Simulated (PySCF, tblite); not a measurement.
# C₃HF₃: changes of charge, electronic excitations, EPR parameters, part 3 of 3

tblite 0.8.0 and PySCF 2.14.0. Atoms count from 0. Earlier steps stand in the parts before.

### Step 24. Changes of charge: M06-L/ma-def2-TZVP

This step combines the energies above: geometries from PBE0-D3(BJ)/def2-SVP, zero-point and thermal terms from PBE0-D3(BJ)/def2-SVP.

What the job is given:

```
{"job": {"kind": "rx", "dirs": [1], "geom": {"xc": "PBE0", "basis": "def2-SVP", "d3": "d3bj", "grid": 1}, "hess": 1, "level": {"xc": "M06-L", "basis": "ma-def2-TZVP", "grid": 3}}, "charge": 0, "multiplicity": 1}
C      1.622219     0.579706    -0.208314
C      0.504633     0.184596     0.016926
C     -0.853300    -0.302962     0.293755
F     -1.407705    -0.821054    -0.799985
F     -1.638441     0.684313     0.722617
F     -0.837382    -1.248599     1.230162
H      2.617199     0.935759    -0.410185
```

Output (the driver's rows laid out field by field):

```text
ionisation and electron attachment, M06-L/ma-def2-TZVP // PBE0-D3(BJ)/def2-SVP

row 1
  change                  oxidation
  charge                  1
  multiplicity            2
  vertical_ev             11.5692
  vertical_s2             0.754
  formula                 C3HF3
  smiles                  [CH]=[C+]C(F)(F)F
  kept                    yes
  pieces                  1
  point_group             Cs
  adiabatic_electronic_ev 11.3875
  adiabatic_ev            11.3442
  free_energy_ev          11.2874
  s2                      0.755
  bonds_moved             1 2 1.469 1.526; 0 1 1.207 1.255; 2 4 1.332 1.302; 2 5 1.331 1.302
  spin_on                 0 C 0.517; 1 C 0.467
  charge_moved            0 C 0.324; 1 C 0.314; 6 H 0.099
  vertical_back_ev        10.9824
  relaxation_parent_ev    0.4051
  relaxation_ion_ev       0.1817
  reorganisation_ev       0.5868
```

Run time: 1.9 min. Hardware: 1 thread of Arm Neoverse V2, shared host; peak memory 0.64 GiB.

Energy taken up on oxidation, or given off on reduction (eV; adiabatic with zero-point energy):

| change | product | vertical | adiabatic | free energy | reorganisation | ⟨S²⟩ |
| --- | --- | --- | --- | --- | --- | --- |
| oxidation (multiplicity 2) | [CH]=[C+]C(F)(F)F | 11.57 | 11.34 | 11.29 | 0.59 | 0.76 |

On oxidation to multiplicity 2 charge changes most on C0 (+0.32 e), C1 (+0.31 e), H6 (+0.10 e); the spin sits on C0 (0.52), C1 (0.47); the bond C1–C2 goes from 1.469 to 1.526 Å.

### Step 25. Single point (C3HF3): wB97X-D3(BJ)/aug-cc-pVDZ

Geometry: PBE0-D3(BJ)/def2-SVP.

What the job is given:

```
{"job": {"kind": "sp", "xc": "wB97X", "basis": "aug-cc-pVDZ", "d3": "d3bj", "grid": 3}, "charge": 0, "multiplicity": 1}
C      1.622219     0.579706    -0.208314
C      0.504633     0.184596     0.016926
C     -0.853300    -0.302962     0.293755
F     -1.407705    -0.821054    -0.799985
F     -1.638441     0.684313     0.722617
F     -0.837382    -1.248599     1.230162
H      2.617199     0.935759    -0.410185
```

Standard output:

```text
coarse grid: 7136 points
cycle   1  E = -414.3096444505  dE =  1.180e+00  |g| = 9.442e-01  |ddm| = 8.907e+00
cycle   2  E = -414.3179002780  dE = -8.256e-03  |g| = 1.019e+00  |ddm| = 3.126e+00
cycle   3  E = -414.4799807239  dE = -1.621e-01  |g| = 9.074e-02  |ddm| = 1.534e+00
cycle   4  E = -414.4813766841  dE = -1.396e-03  |g| = 4.266e-02  |ddm| = 2.700e-01
cycle   5  E = -414.4817997207  dE = -4.230e-04  |g| = 1.335e-02  |ddm| = 1.050e-01
cycle   6  E = -414.4818386239  dE = -3.890e-05  |g| = 1.717e-03  |ddm| = 2.956e-02
cycle   7  E = -414.4818396389  dE = -1.015e-06  |g| = 3.261e-04  |ddm| = 9.944e-03
final grid: 94952 points
cycle   8  E = -414.4879184522  dE = -2.833e-05  |g| = 3.351e-03  |ddm| = 1.187e-01
cycle   9  E = -414.4879191851  dE = -7.329e-07  |g| = 2.675e-03  |ddm| = 1.448e-02
cycle  10  E = -414.4879201836  dE = -9.985e-07  |g| = 4.362e-04  |ddm| = 3.418e-03
cycle  11  E = -414.4879202137  dE = -3.008e-08  |g| = 1.573e-04  |ddm| = 1.040e-03
cycle  12  E = -414.4879202186  dE = -4.954e-09  |g| = 6.397e-05  |ddm| = 3.607e-04
converged SCF energy = -414.4879202186
```

It took 4.2 s on 1 thread of Arm Neoverse V2, shared host; peak memory 0.63 GiB.

### Step 26. Single point (C3HF3+ (doublet)): wB97X-D3(BJ)/aug-cc-pVDZ

Geometry: PBE0-D3(BJ)/def2-SVP, that of another charge or spin state.

Settings changed since step 25:

```diff
@@ -1,2 +1,2 @@
-{"job": {"kind": "sp", "xc": "wB97X", "basis": "aug-cc-pVDZ", "d3": "d3bj", "grid": 3}, "charge": 0, "multiplicity": 1}
+{"job": {"kind": "sp", "xc": "wB97X", "basis": "aug-cc-pVDZ", "d3": "d3bj", "grid": 3}, "charge": 1, "multiplicity": 2}
 C      1.622219     0.579706    -0.208314
```

Standard output:

```text
final grid: 94952 points
cycle   1  E = -414.0376388083  dE = -4.322e-02  |g| = 1.411e-01  |ddm| = 1.503e+00
cycle   2  E = -414.0432838924  dE = -5.645e-03  |g| = 1.108e-01  |ddm| = 8.904e-01
cycle   3  E = -414.0476629958  dE = -4.379e-03  |g| = 2.267e-02  |ddm| = 2.076e-01
cycle   4  E = -414.0478694737  dE = -2.065e-04  |g| = 4.574e-03  |ddm| = 5.222e-02
cycle   5  E = -414.0478964280  dE = -2.695e-05  |g| = 2.036e-03  |ddm| = 1.725e-02
cycle   6  E = -414.0479066015  dE = -1.017e-05  |g| = 9.012e-04  |ddm| = 9.408e-03
cycle   7  E = -414.0479088466  dE = -2.245e-06  |g| = 4.896e-04  |ddm| = 4.359e-03
cycle   8  E = -414.0479095302  dE = -6.837e-07  |g| = 1.381e-04  |ddm| = 3.180e-03
cycle   9  E = -414.0479095601  dE = -2.986e-08  |g| = 8.540e-05  |ddm| = 6.201e-04
cycle  10  E = -414.0479095657  dE = -5.628e-09  |g| = 2.113e-05  |ddm| = 2.423e-04
converged SCF energy = -414.0479095657
```

It took 9 s on 1 thread of Arm Neoverse V2, shared host; peak memory 0.65 GiB.

### Step 27. Single point (C₃HF₃): wB97X-D3(BJ)/aug-cc-pVDZ

Geometry: PBE0-D3(BJ)/def2-SVP, that of another charge or spin state.

What the job is given:

```
{"job": {"kind": "sp", "xc": "wB97X", "basis": "aug-cc-pVDZ", "d3": "d3bj", "grid": 3}, "charge": 0, "multiplicity": 1}
C      1.705401     0.479614    -0.069148
C      0.503508     0.156482     0.088668
C     -0.957322    -0.259105     0.234790
F     -1.266911    -0.733561    -0.953171
F     -1.671811     0.787717     0.531281
F     -1.049804    -1.175673     1.154335
H      2.751760     0.767283    -0.199160
```

Standard output:

```text
coarse grid: 7136 points
cycle   1  E = -414.3018217274  dE =  1.164e+00  |g| = 9.305e-01  |ddm| = 7.586e+00
cycle   2  E = -414.3192099762  dE = -1.739e-02  |g| = 9.725e-01  |ddm| = 2.926e+00
cycle   3  E = -414.4666826603  dE = -1.475e-01  |g| = 9.612e-02  |ddm| = 1.441e+00
cycle   4  E = -414.4682336558  dE = -1.551e-03  |g| = 4.674e-02  |ddm| = 2.521e-01
cycle   5  E = -414.4687485148  dE = -5.149e-04  |g| = 1.436e-02  |ddm| = 1.022e-01
cycle   6  E = -414.4687935386  dE = -4.502e-05  |g| = 1.754e-03  |ddm| = 2.934e-02
cycle   7  E = -414.4687945588  dE = -1.020e-06  |g| = 4.564e-04  |ddm| = 8.278e-03
final grid: 94952 points
cycle   8  E = -414.4737312792  dE = -2.618e-05  |g| = 3.845e-03  |ddm| = 1.080e-01
cycle   9  E = -414.4737319592  dE = -6.800e-07  |g| = 3.295e-03  |ddm| = 1.275e-02
cycle  10  E = -414.4737334818  dE = -1.523e-06  |g| = 4.102e-04  |ddm| = 4.017e-03
cycle  11  E = -414.4737335085  dE = -2.668e-08  |g| = 1.802e-04  |ddm| = 9.908e-04
cycle  12  E = -414.4737335151  dE = -6.572e-09  |g| = 7.101e-05  |ddm| = 3.935e-04
converged SCF energy = -414.4737335151
```

It took 4.1 s on 1 thread of Arm Neoverse V2, shared host; peak memory 0.63 GiB.

### Step 28. Single point (C3HF3+ (doublet), [CH]=[C+]C(F)(F)F): wB97X-D3(BJ)/aug-cc-pVDZ

Geometry: PBE0-D3(BJ)/def2-SVP.

Settings changed since step 27:

```diff
@@ -1,2 +1,2 @@
-{"job": {"kind": "sp", "xc": "wB97X", "basis": "aug-cc-pVDZ", "d3": "d3bj", "grid": 3}, "charge": 0, "multiplicity": 1}
+{"job": {"kind": "sp", "xc": "wB97X", "basis": "aug-cc-pVDZ", "d3": "d3bj", "grid": 3}, "charge": 1, "multiplicity": 2}
 C      1.705401     0.479614    -0.069148
```

Standard output:

```text
final grid: 94952 points
cycle   1  E = -414.0469005993  dE = -4.400e-02  |g| = 1.349e-01  |ddm| = 1.434e+00
cycle   2  E = -414.0528185545  dE = -5.918e-03  |g| = 9.569e-02  |ddm| = 7.832e-01
cycle   3  E = -414.0562214099  dE = -3.403e-03  |g| = 2.149e-02  |ddm| = 1.865e-01
cycle   4  E = -414.0563992522  dE = -1.778e-04  |g| = 4.410e-03  |ddm| = 4.366e-02
cycle   5  E = -414.0564173969  dE = -1.814e-05  |g| = 1.784e-03  |ddm| = 1.503e-02
cycle   6  E = -414.0564231834  dE = -5.786e-06  |g| = 7.648e-04  |ddm| = 7.512e-03
cycle   7  E = -414.0564241530  dE = -9.696e-07  |g| = 3.420e-04  |ddm| = 2.885e-03
cycle   8  E = -414.0564244437  dE = -2.907e-07  |g| = 9.484e-05  |ddm| = 2.113e-03
cycle   9  E = -414.0564244590  dE = -1.526e-08  |g| = 6.695e-05  |ddm| = 3.619e-04
cycle  10  E = -414.0564244642  dE = -5.237e-09  |g| = 3.359e-05  |ddm| = 1.597e-04
converged SCF energy = -414.0564244642
```

Run time: 9 s. Hardware: 1 thread of Arm Neoverse V2, shared host; peak memory 0.65 GiB.

### Step 29. Changes of charge: wB97X-D3(BJ)/aug-cc-pVDZ

This step combines the energies above: geometries from PBE0-D3(BJ)/def2-SVP, zero-point and thermal terms from PBE0-D3(BJ)/def2-SVP.

What the job is given:

```
{"job": {"kind": "rx", "dirs": [1], "geom": {"xc": "PBE0", "basis": "def2-SVP", "d3": "d3bj", "grid": 1}, "hess": 1, "level": {"xc": "wB97X", "basis": "aug-cc-pVDZ", "d3": "d3bj", "grid": 3}}, "charge": 0, "multiplicity": 1}
C      1.622219     0.579706    -0.208314
C      0.504633     0.184596     0.016926
C     -0.853300    -0.302962     0.293755
F     -1.407705    -0.821054    -0.799985
F     -1.638441     0.684313     0.722617
F     -0.837382    -1.248599     1.230162
H      2.617199     0.935759    -0.410185
```

Output (the driver's rows laid out field by field):

```text
ionisation and electron attachment, wB97X-D3(BJ)/aug-cc-pVDZ // PBE0-D3(BJ)/def2-SVP

row 1
  change                  oxidation
  charge                  1
  multiplicity            2
  vertical_ev             11.9733
  vertical_s2             0.752
  formula                 C3HF3
  smiles                  [CH]=[C+]C(F)(F)F
  kept                    yes
  pieces                  1
  point_group             Cs
  adiabatic_electronic_ev 11.7416
  adiabatic_ev            11.6983
  free_energy_ev          11.6415
  s2                      0.752
  bonds_moved             1 2 1.469 1.526; 0 1 1.207 1.255; 2 4 1.332 1.302; 2 5 1.331 1.302
  spin_on                 0 C 0.523; 1 C 0.474
  charge_moved            1 C 0.337; 0 C 0.334; 6 H 0.095
  vertical_back_ev        11.3556
  relaxation_parent_ev    0.386
  relaxation_ion_ev       0.2317
  reorganisation_ev       0.6177
```

Run time: 26 s. Hardware: 1 thread of Arm Neoverse V2, shared host; peak memory 0.65 GiB.

Energy taken up on oxidation, or given off on reduction (eV; adiabatic with zero-point energy):

| change | product | vertical | adiabatic | free energy | reorganisation | ⟨S²⟩ |
| --- | --- | --- | --- | --- | --- | --- |
| oxidation (multiplicity 2) | [CH]=[C+]C(F)(F)F | 11.97 | 11.70 | 11.64 | 0.62 | 0.75 |

On oxidation to multiplicity 2 charge changes most on C1 (+0.34 e), C0 (+0.33 e), H6 (+0.10 e); the spin sits on C0 (0.52), C1 (0.47); the bond C1–C2 goes from 1.469 to 1.526 Å.

### Step 30. What came out

What follows sums up all 3 parts.

| quantity | value |
| --- | --- |
| strongest single infrared mode (GFN2-xTB) | 1043 cm⁻¹, 354 km/mol |
| zero-point energy (GFN2-xTB) | 19.7 kcal/mol |
| point group | C3v |
| rotational constants (main isotopes) | 5.74, 2.88, 2.88 GHz |
| ionisation energy (wB97X-D3(BJ)/ma-def2-TZVP) | vertical 11.97 eV, adiabatic 11.72 eV |
| lowest singlet (CAM-B3LYP/def2-SVPD) | 6.42 eV (193 nm), f = 0.000 |
| brightest single state of those computed | state 4, 8.78 eV, f = 0.078 |
| ionisation energy (M06-L/ma-def2-TZVP) | vertical 11.57 eV, adiabatic 11.34 eV |
| ionisation energy (wB97X-D3(BJ)/aug-cc-pVDZ) | vertical 11.97 eV, adiabatic 11.70 eV |

**Reading.** No mode is imaginary among the 15: a minimum at this level. Unscaled tight-binding wavenumbers are off by several per cent, some by more. Its intensities can rank the bands wrongly. The optimisation took 6 steps and gained 0.033 eV; among the close pairs (by a distance rule), C0–H6 changed most, from 1.051 to 1.076 Å (PBE0/def2-SVP). At wB97X-D3(BJ)/ma-def2-TZVP, relaxation with the zero-point term after oxidation moves the energy taken up from 11.97 eV (vertical) to 11.72 eV (adiabatic, with zero-point energy). The first singlet state (HOMO→LUMO 0.46, HOMO−1→LUMO+1 0.45) lies at 6.42 eV and is dark; of the 6 states computed, the strongest absorption comes from states 4 to 5 together at 8.78 eV.
